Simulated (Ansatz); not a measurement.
**H₃Si–NH₂, singlet in cc-pVDZ: errors against RCCSDT(Q)**

Geometry: displaced at random from a stationary point.

```yaml
atoms:
  - { symbol: Si, position_ang: [-0.0083, 0.0037, 0.5807] }
  - { symbol: N, position_ang: [0.0560, -0.0124, -1.1496] }
  - { symbol: H, position_ang: [0.7344, -1.1738, 1.0101] }
  - { symbol: H, position_ang: [0.6316, 1.2048, 1.0399] }
  - { symbol: H, position_ang: [-1.4735, 0.0002, 1.1079] }
  - { symbol: H, position_ang: [-0.2424, -0.8411, -1.6850] }
  - { symbol: H, position_ang: [-0.1966, 0.8790, -1.6775] }
```

Basis cc-pVDZ; Ansatz 0.2.0. Correlated methods freeze the noble-gas cores, which leaves 14 electrons in 51 orbitals. R marks a restricted (for open shells ROHF) determinant. Active spaces: frontier = (8e, 8o) about the gap.

Full CI isn't at hand for all of this; RCCSDT(Q) serves as the reference, and is uncertain by about the last step of the cluster series.

```
UHF ⟨S²⟩                          : 0.000
T1 diagnostic (RCCSD)             : 0.0099
largest doubles amplitude (RCCSD) : 0.028
```

| level | E − E(RCCSDT(Q)) (kcal/mol) | share of correlation (%) | wall time |
| --- | --- | --- | --- |
| RHF | 205.36 | 0.00 | – |
| RMP2 | 27.18 | 86.77 | – |
| CISD | 22.74 | 88.92 | 2.9 s |
| RCCSD | 5.17 | 97.48 | – |
| RCCSD(T) | 0.78 | 99.62 | 0.78 s |
| BCCD(T) | 0.77 | 99.63 | 0.99 s |
| RCCSDT | 0.35 | 99.83 | – |
| CASSCF (frontier space) | 136.81 | 33.38 | – |
| NEVPT2 (frontier space) | 31.70 | 84.57 | 6 s |

The correlation energy at RCCSDT(Q), counted from RHF, is -8.905 eV. That run took 60 s on 1 thread of Arm Neoverse V1, shared host.

Times hold each run's SCF and search for its determinant on a shared host, so for small cases they say little of a method's own cost; they ran on 1 thread of Arm Neoverse V1.
